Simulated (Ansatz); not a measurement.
**[BF2]+ (SMILES F[B+]F): MP2/cc-pVTZ**

What is the vertical ionisation energy of [BF2]+ at MP2/cc-pVTZ? 

The calculation is run with Ansatz 0.2.0.

6 further runs of the same task are left out: 3 that didn't finish, 3 set aside as unsound or not needed.

## Step 1: The system as given

[BF2]+ has 3 atoms, charge +1, and is taken as a singlet. SMILES: `F[B+]F`. Geometry: relaxed at PBE0-D4/def2-TZVP.

Bond lengths: F1–B2 1.226 Å, B2–F3 1.226 Å. Angles: F1–B2–F3 180.0°.

## Step 2: A single-point energy at MP2/cc-pVTZ

The input, in.yaml:

```yaml
crystal:
  periodic: [false, false, false]
  atoms:
    - {symbol: F, position_ang: [0.329710, 1.140520, 0.307700]}
    - {symbol: B, position_ang: [0.000000, -0.000000, 0.000000]}
    - {symbol: F, position_ang: [-0.329720, -1.140520, -0.307700]}
basis:
  gaussian: {orbitals: cc-pVTZ}
total_charge: 1
correlation: {method: mp2, frozen_orbitals: {B: 1, F: 1}}
accuracy: high
```

Started as:

```sh
$ ansatz run in.yaml --threads 1 --pin off --max-ram 3480MiB --events-out events.jsonl --progress --plain --runs-dir runs
```

The program printed:

```text
Warning: RAYON_NUM_THREADS=1 ignored (pool sized by the plan → 1); use --threads N
Functional definition: HF
  name "HF"
  exchange = exact_x
  correlation = 0
1354 factors; integrals over basis functions are off by at most 4.1e-9 eV
mean field evaluation 1: about -6073.9154 eV, gradient 6.2e1 eV
mean field evaluation 2: about -6073.9140 eV, gradient 6.2e1 eV
mean field evaluation 4: about -6079.0258 eV, gradient 1.5e0 eV
mean field evaluation 8: about -6079.0341 eV, gradient 4.7e-5 eV
mean field -6079.03406224 eV, -223.4003812700 hartree, gradient 2.8e-8 eV, S^2 0.000000; 0 other end points of the search recorded, 0 dependent functions left out
3 core orbitals not correlated: weight in the atoms' cores, before any rotation towards them, 1.000 or more for the frozen orbitals, at most 0.000 for the correlated occupied ones
reference -6079.03406224 eV, -223.4003812700 hartree; 8, 8 occupied and 79, 79 virtual orbitals, 1354 factors
second order -15.47168130 eV of doubles, -0.00000000 eV of singles
Total energy: -6094.50574354 eV, -223.9689550706 hartree
```

It took 1 s on 1 thread of Arm Neoverse V2, shared host; peak memory 0.15 GiB.

## Step 3: Doublet [BF2]2+ at the same level

The input, molecule.yaml:

```yaml
crystal:
  periodic: [false, false, false]
  atoms:
    - symbol: F
      position_ang: [0.329710, 1.140520, 0.307700]
    - symbol: B
      position_ang: [0.000000, -0.000000, 0.000000]
    - symbol: F
      position_ang: [-0.329720, -1.140520, -0.307700]
basis:
  gaussian: {orbitals: cc-pVTZ}
total_charge: 2
magnetization: {spin_polarized: true, initial_magnetization: 1}
correlation: {method: mp2, frozen_orbitals: {B: 1, F: 1}}
accuracy: high
```

Started as:

```sh
$ ansatz run molecule.yaml --threads 1 --pin off --max-ram 3480MiB --events-out events.jsonl --progress --plain --runs-dir runs
```

The program printed:

```text
Warning: RAYON_NUM_THREADS=1 ignored (pool sized by the plan → 1); use --threads N
[... 4 set-up lines as earlier in the session ...]
1356 factors; integrals over basis functions are off by at most 4.1e-9 eV
mean field evaluation 1: about -6046.2402 eV, gradient 4.9e1 eV
mean field evaluation 2: about -6046.2362 eV, gradient 4.9e1 eV
mean field evaluation 4: about -6052.9175 eV, gradient 2.9e0 eV
mean field evaluation 8: about -6053.0764 eV, gradient 1.4e-1 eV
mean field evaluation 16: about -6053.0766 eV, gradient 4.0e-4 eV
mean field evaluation 32: about -6053.2005 eV, gradient 1.4e0 eV
mean field evaluation 64: about -6053.4818 eV, gradient 1.5e-1 eV
mean field evaluation 96: about -6053.4818 eV, gradient 2.5e-7 eV
mean field -6053.48182112 eV, -222.4613537290 hartree, gradient 1.4e-8 eV, S^2 0.757859; 8 other end points of the search recorded, 0 dependent functions left out
3 core orbitals not correlated: weight in the atoms' cores, before any rotation towards them, 1.000 or more for the frozen orbitals, at most 0.000 for the correlated occupied ones
reference -6053.48182112 eV, -222.4613537290 hartree; 8, 7 occupied and 79, 80 virtual orbitals, 1356 factors
second order -13.76937188 eV of doubles, -0.00000000 eV of singles
Total energy: -6067.25119301 eV, -222.9673688124 hartree
```

Run time: 6.3 s. Hardware: 1 thread of Arm Neoverse V2, shared host; peak memory 0.21 GiB.

## Step 4: Summary of results

Level: MP2/cc-pVTZ, 3 core orbitals frozen.

| quantity | value |
| --- | --- |
| singlet [BF2]+: total energy | -223.96896 Eh |
| singlet [BF2]+: correlation energy (3 core orbitals frozen) | -568.6 mEh |
| doublet [BF2]2+: total energy | -222.96737 Eh |
| doublet [BF2]2+: correlation energy (3 core orbitals frozen) | -506.0 mEh |
| doublet [BF2]2+: ⟨S²⟩ of the reference determinant | 0.758 |
| vertical ionisation energy (to the doublet dication) | 27.255 eV |

The vertical ionisation energy comes to 27.25 eV (629 kcal/mol).
